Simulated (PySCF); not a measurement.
**BH5O (B(H2O)H3) at 6 levels**

We compute a comparison of 6 runs (MP2/STO-3G, BCCD(T)/STO-3G, CCSDT/STO-3G, QCISD(T)/STO-3G, CISD/STO-3G, CCSD(T)/STO-3G) of BH5O (B(H2O)H3). 

The results are computed with PySCF 2.14.0.

4 further runs of the same task are left out: 4 set aside as unsound or not needed.

## Step 1: The system as given

BH5O has 7 atoms, charge 0, and is taken as a singlet. SMILES: `[H]B([H])([H])<-O`. The B1–H7 distance was set to 1.773 Å, away from the relaxed value. At this shape a bond of the SMILES string is far longer than usual.

Bond lengths: B1–O2 1.700 Å, O2–H3 0.963 Å, O2–H4 0.962 Å, B1–H5 1.182 Å, B1–H6 1.191 Å. Angles: B1–O2–H3 102.2°, B1–O2–H4 102.2°, O2–B1–H5 103.7°, O2–B1–H6 104.3°, H3–O2–H4 109.6°, H5–B1–H6 114.2°.

## Step 2: A single-point energy at MP2/STO-3G (run 1)

input.py reads:

```python
from pyscf import gto, mp

system = gto.Mole()
system.atom = '''
B      0.650206     0.737685    -0.990254
O      0.712604     0.671639     2.221562
H     -1.057842     0.679273     2.640628
H      1.441094     2.288394     2.626058
H      2.808878     0.819245    -1.559818
H     -0.506420     2.604772    -1.484040
H     -0.916007    -2.108500    -1.811529
'''
system.unit = 'bohr'
system.basis = 'sto-3g'
system.verbose = 3
system.charge = 0
system.max_memory = 1860
system.build()

hf = system.RHF()
hf.conv_tol = 1e-10
hf.kernel()
if not hf.converged:
    hf = hf.newton().run(hf.mo_coeff, hf.mo_occ)

pt = mp.MP2(hf, frozen=2).run()
etot = pt.e_tot
print('Final energy', etot)
```

Run with:

```sh
$ OMP_NUM_THREADS=1 python input.py
```

The program printed:

```text
converged SCF energy = -100.97651165467
E(RMP2) = -101.079079289584  E_corr = -0.102567634913655
E(SCS-RMP2) = -101.092260041031  E_corr = -0.115748386360485
Final energy -101.07907928958397
```

It took 0.72 s on 1 thread of Arm Neoverse V2, shared host; peak memory 0.12 GiB.

## Step 3: The energy at BCCD(T)/STO-3G (run 2)

input.py reads:

```python
from pyscf import gto, scf, cc
from pyscf.cc.bccd import bccd_kernel_

molecule = gto.M(
    atom='''
B        0.344074       0.390366      -0.524020
O        0.377094       0.355416       1.175600
H       -0.559786       0.359456       1.397360
H        0.762594       1.210966       1.389650
H        1.486394       0.433526      -0.825420
H       -0.267986       1.378386      -0.785320
H       -0.484730      -1.115770      -0.958620
''',
    basis='sto-3g',
    spin=0,
    max_memory=1860,
    verbose=3,
)

mf = scf.RHF(molecule)
mf.conv_tol = 1e-10
mf.kernel()
if not mf.converged:
    mf = mf.newton().run(mf.mo_coeff, mf.mo_occ)

mycc = cc.CCSD(mf, frozen=2).run()
mycc = bccd_kernel_(mycc, diis=True)
e_t = mycc.ccsd_t()
e_tot = mycc.e_tot + e_t
print('Final energy', e_tot)
```

Run with:

```sh
$ OMP_NUM_THREADS=1 python input.py
```

The program printed:

```text
converged SCF energy = -100.976511738843
E(CCSD) = -101.1195638596147  E_corr = -0.1430521207717531
BCCD loop starts.

******** <class 'pyscf.cc.ccsd.CCSD'> ********
CC2 = 0
CCSD nocc = 7, nmo = 13
frozen orbitals 2
max_cycle = 50
direct = 0
conv_tol = 1e-07
conv_tol_normt = 1e-05
diis_space = 6
diis_start_cycle = 0
diis_start_energy_diff = 1e+09
Init E_corr(CCSD) = -0.142070544950434
cycle = 1  E_corr(CCSD) = -0.147221962401347  dE = -0.00515141745  norm(t1,t2) = 0.0409345
cycle = 2  E_corr(CCSD) = -0.146104634277486  dE = 0.00111732812  norm(t1,t2) = 0.00551862
cycle = 3  E_corr(CCSD) = -0.14584441737993  dE = 0.000260216898  norm(t1,t2) = 0.0022032
cycle = 4  E_corr(CCSD) = -0.145726314193097  dE = 0.000118103187  norm(t1,t2) = 0.000612678
cycle = 5  E_corr(CCSD) = -0.145707820059768  dE = 1.84941333e-05  norm(t1,t2) = 0.000203219
cycle = 6  E_corr(CCSD) = -0.145707666432046  dE = 1.53627723e-07  norm(t1,t2) = 4.95013e-05
cycle = 7  E_corr(CCSD) = -0.145708568545573  dE = -9.02113528e-07  norm(t1,t2) = 1.66353e-05
cycle = 8  E_corr(CCSD) = -0.145708749437299  dE = -1.80891726e-07  norm(t1,t2) = 2.96559e-06
cycle = 9  E_corr(CCSD) = -0.145708805645034  dE = -5.62077348e-08  norm(t1,t2) = 9.55062e-07
CCSD converged
E(CCSD) = -101.1191220857624  E_corr = -0.1457088056450339
BCC iter:    0  E:    -101.119122085762  dE:    4.418e-04  |t1|:    8.110e-03

******** <class 'pyscf.cc.ccsd.CCSD'> ********
CC2 = 0
CCSD nocc = 7, nmo = 13
frozen orbitals 2
max_cycle = 50
direct = 0
conv_tol = 1e-07
conv_tol_normt = 1e-05
diis_space = 6
diis_start_cycle = 0
diis_start_energy_diff = 1e+09
Init E_corr(CCSD) = -0.145256886280601
cycle = 1  E_corr(CCSD) = -0.144568968031529  dE = 0.000687918249  norm(t1,t2) = 0.0074394
cycle = 2  E_corr(CCSD) = -0.144757918996533  dE = -0.000188950965  norm(t1,t2) = 0.000919487
cycle = 3  E_corr(CCSD) = -0.144812848559879  dE = -5.49295633e-05  norm(t1,t2) = 0.000290155
cycle = 4  E_corr(CCSD) = -0.144831278755284  dE = -1.84301954e-05  norm(t1,t2) = 6.79291e-05
cycle = 5  E_corr(CCSD) = -0.144836190691288  dE = -4.911936e-06  norm(t1,t2) = 2.1382e-05
cycle = 6  E_corr(CCSD) = -0.144836579530486  dE = -3.88839198e-07  norm(t1,t2) = 4.31182e-06
cycle = 7  E_corr(CCSD) = -0.14483664917023  dE = -6.96397431e-08  norm(t1,t2) = 1.77041e-06
CCSD converged
E(CCSD) = -101.119191997365  E_corr = -0.1448366491702295
BCC iter:    1  E:    -101.119191997365  dE:   -6.991e-05  |t1|:    2.892e-04

******** <class 'pyscf.cc.ccsd.CCSD'> ********
CC2 = 0
CCSD nocc = 7, nmo = 13
frozen orbitals 2
max_cycle = 50
direct = 0
conv_tol = 1e-07
conv_tol_normt = 1e-05
diis_space = 6
diis_start_cycle = 0
diis_start_energy_diff = 1e+09
Init E_corr(CCSD) = -0.144842495151007
cycle = 1  E_corr(CCSD) = -0.144856224316777  dE = -1.37291658e-05  norm(t1,t2) = 0.000268608
cycle = 2  E_corr(CCSD) = -0.144853584009759  dE = 2.64030702e-06  norm(t1,t2) = 3.40042e-05
cycle = 3  E_corr(CCSD) = -0.144852176394909  dE = 1.40761485e-06  norm(t1,t2) = 1.02422e-05
cycle = 4  E_corr(CCSD) = -0.144851636892988  dE = 5.39501921e-07  norm(t1,t2) = 2.36505e-06
cycle = 5  E_corr(CCSD) = -0.14485156293738  dE = 7.39556078e-08  norm(t1,t2) = 4.78739e-07
CCSD converged
E(CCSD) = -101.1191909627251  E_corr = -0.1448515629373804
BCC iter:    2  E:    -101.119190962725  dE:    1.035e-06  |t1|:    2.561e-05

******** <class 'pyscf.cc.ccsd.CCSD'> ********
CC2 = 0
CCSD nocc = 7, nmo = 13
frozen orbitals 2
max_cycle = 50
direct = 0
conv_tol = 1e-07
conv_tol_normt = 1e-05
diis_space = 6
diis_start_cycle = 0
diis_start_energy_diff = 1e+09
Init E_corr(CCSD) = -0.14485197390742
cycle = 1  E_corr(CCSD) = -0.144852699674997  dE = -7.25767577e-07  norm(t1,t2) = 2.31207e-05
cycle = 2  E_corr(CCSD) = -0.144852353104241  dE = 3.46570756e-07  norm(t1,t2) = 2.62912e-06
cycle = 3  E_corr(CCSD) = -0.144852341703566  dE = 1.14006752e-08  norm(t1,t2) = 7.31607e-07
CCSD converged
E(CCSD) = -101.1191908234407  E_corr = -0.1448523417035658
BCC iter:    3  E:    -101.119190823441  dE:    1.393e-07  |t1|:    5.564e-07
CCSD(T) correction = -0.00168311462502506
Final energy -101.12087393806566
```

It took 0.96 s on 1 thread of Arm Neoverse V2, shared host; peak memory 0.1 GiB.

Run 3 isn't shown in full; the table further down has it.

## Step 4: The energy at QCISD(T)/STO-3G (run 4)

input.py reads:

```python
from pyscf import gto, cc

mol = gto.M(
    atom='''
B        0.344074       0.390366      -0.524020
O        0.377094       0.355416       1.175600
H       -0.559786       0.359456       1.397360
H        0.762594       1.210966       1.389650
H        1.486394       0.433526      -0.825420
H       -0.267986       1.378386      -0.785320
H       -0.484730      -1.115770      -0.958620
''',
    verbose=4,
    charge=0,
    max_memory=1860,
    spin=0,
    basis='sto-3g',
)

mf = mol.RHF()
mf.conv_tol = 1e-10
mf.kernel()
if not mf.converged:
    mf = mf.newton().run(mf.mo_coeff, mf.mo_occ)

mycc = cc.QCISD(mf, frozen=2)
mycc.kernel()
e_t = mycc.qcisd_t()
e_tot = mycc.e_tot + e_t
print('E = %.10f Eh' % e_tot)
```

Run with:

```sh
$ OMP_NUM_THREADS=1 python input.py
```

The program printed:

```text
PySCF version 2.14.0

[... 59 lines left out ...]
converged SCF energy = -100.976511738843
[... 1 line left out ...]
******** <class 'pyscf.cc.qcisd.QCISD'> ********
QCISD nocc = 7, nmo = 13
frozen orbitals 2
max_cycle = 50
direct = 0
conv_tol = 1e-07
conv_tol_normt = 1e-05
diis_space = 6
diis_start_cycle = 0
diis_start_energy_diff = 1e+09
Init t2, MP2 energy = -101.079079376033  E_corr(MP2) -0.102567637190125
Init E_corr(QCISD) = -0.102567637190131
cycle = 1  E_corr(QCISD) = -0.127849148508774  dE = -0.0252815113  norm(t1,t2) = 0.0624016
cycle = 2  E_corr(QCISD) = -0.137299304101255  dE = -0.00945015559  norm(t1,t2) = 0.0257282
cycle = 3  E_corr(QCISD) = -0.143623681154028  dE = -0.00632437705  norm(t1,t2) = 0.0112637
cycle = 4  E_corr(QCISD) = -0.143594817900702  dE = 2.88632533e-05  norm(t1,t2) = 0.00113987
cycle = 5  E_corr(QCISD) = -0.143579971943412  dE = 1.48459573e-05  norm(t1,t2) = 0.000368384
cycle = 6  E_corr(QCISD) = -0.143596117494573  dE = -1.61455512e-05  norm(t1,t2) = 0.000110367
cycle = 7  E_corr(QCISD) = -0.143596886898227  dE = -7.69403654e-07  norm(t1,t2) = 2.60063e-05
cycle = 8  E_corr(QCISD) = -0.143597515121582  dE = -6.28223355e-07  norm(t1,t2) = 7.85053e-06
cycle = 9  E_corr(QCISD) = -0.143597526617289  dE = -1.14957069e-08  norm(t1,t2) = 2.57712e-06
QCISD converged
E(QCISD) = -101.1201092654602  E_corr = -0.1435975266172886
QCISD(T) correction = -0.00104168967818799
E = -101.1211509551 Eh
```

Run time: 0.77 s. Hardware: 1 thread of Arm Neoverse V2, shared host; peak memory 0.12 GiB.

Run 5 isn't shown in full; the table further down has it.

## Step 5: A single-point energy at CCSD(T)/STO-3G (run 6)

job.py reads:

```python
from pyscf import gto, cc

mol = gto.M(
    atom='''
B      0.344074     0.390366    -0.524020
O      0.377094     0.355416     1.175600
H     -0.559786     0.359456     1.397360
H      0.762594     1.210966     1.389650
H      1.486394     0.433526    -0.825420
H     -0.267986     1.378386    -0.785320
H     -0.484730    -1.115770    -0.958620
''',
    max_memory=1860,
    spin=0,
    verbose=4,
    charge=0,
    basis='sto-3g',
)

hf = mol.RHF()
hf.conv_tol = 1e-10
hf.kernel()
if not hf.converged:
    hf = hf.newton().run(hf.mo_coeff, hf.mo_occ)

mycc = cc.CCSD(hf, frozen=2)
mycc.kernel()
e_t = mycc.ccsd_t()
energy = mycc.e_tot + e_t
print('Final energy', energy)
```

Run with:

```sh
$ OMP_NUM_THREADS=1 python job.py
```

The program printed:

```text
PySCF version 2.14.0

[... 59 lines left out ...]
converged SCF energy = -100.976511738843
[... 1 line left out ...]
******** <class 'pyscf.cc.ccsd.CCSD'> ********
CC2 = 0
CCSD nocc = 7, nmo = 13
frozen orbitals 2
max_cycle = 50
direct = 0
conv_tol = 1e-07
conv_tol_normt = 1e-05
diis_space = 6
diis_start_cycle = 0
diis_start_energy_diff = 1e+09
Init t2, MP2 energy = -101.079079376033  E_corr(MP2) -0.102567637190125
Init E_corr(CCSD) = -0.102567637190131
cycle = 1  E_corr(CCSD) = -0.127688464278126  dE = -0.0251208271  norm(t1,t2) = 0.0624016
cycle = 2  E_corr(CCSD) = -0.136898936917231  dE = -0.00921047264  norm(t1,t2) = 0.0256772
cycle = 3  E_corr(CCSD) = -0.143070995468614  dE = -0.00617205855  norm(t1,t2) = 0.0112667
cycle = 4  E_corr(CCSD) = -0.143048476970634  dE = 2.2518498e-05  norm(t1,t2) = 0.00114316
cycle = 5  E_corr(CCSD) = -0.143037767125512  dE = 1.07098451e-05  norm(t1,t2) = 0.000346429
cycle = 6  E_corr(CCSD) = -0.143050792483343  dE = -1.30253578e-05  norm(t1,t2) = 0.000107668
cycle = 7  E_corr(CCSD) = -0.143051246283863  dE = -4.5380052e-07  norm(t1,t2) = 2.49503e-05
cycle = 8  E_corr(CCSD) = -0.143052043898934  dE = -7.97615071e-07  norm(t1,t2) = 7.75434e-06
cycle = 9  E_corr(CCSD) = -0.143052120771753  dE = -7.68728188e-08  norm(t1,t2) = 2.31778e-06
CCSD converged
E(CCSD) = -101.1195638596147  E_corr = -0.1430521207717531
CCSD(T) correction = -0.00134984368261966
Final energy -101.12091370329732
```

Run time: 0.85 s. Hardware: 1 thread of Arm Neoverse V2, shared host; peak memory 0.11 GiB.

## Step 6: Overview of the runs

```
run            level  energy (Eh)  dipole moment (D) of the reference  HOMO energy (eV)  LUMO energy (eV)  wall time
  1       MP2/STO-3G  -101.079079                                5.09             -7.29             11.53     0.72 s
  2   BCCD(T)/STO-3G  -101.120874                                   –                 –                 –     0.96 s
  3     CCSDT/STO-3G  -101.121330                                5.09             -7.29             11.53      1.1 s
  4  QCISD(T)/STO-3G  -101.121151                                5.09             -7.29             11.53     0.77 s
  5      CISD/STO-3G  -101.110274                                5.09             -7.29             11.53      0.6 s
  6   CCSD(T)/STO-3G  -101.120914                                5.09             -7.29             11.53     0.85 s
```

## Step 7: Results

| quantity | value |
| --- | --- |
| run 6: total energy | -101.12091 Eh |
| run 6: dipole moment (Hartree–Fock density) | 5.09 D |
| run 6: HOMO energy (Hartree–Fock orbitals) | -7.29 eV |
| run 6: LUMO energy (Hartree–Fock orbitals) | 11.53 eV |
| run 6: HOMO–LUMO gap (Hartree–Fock orbitals) | 18.82 eV |
| run 6: correlation energy (2 core orbitals frozen) | -144.4 mEh |
| run 6: (T) correction | -1.35 mEh |
| run 6: T1 diagnostic | 0.010 |

What this shows: In runs 1, 2, 3, 4, 5, 6 the basis is minimal, so the values are rough. All runs together took 5 s, the longest 1.1 s.
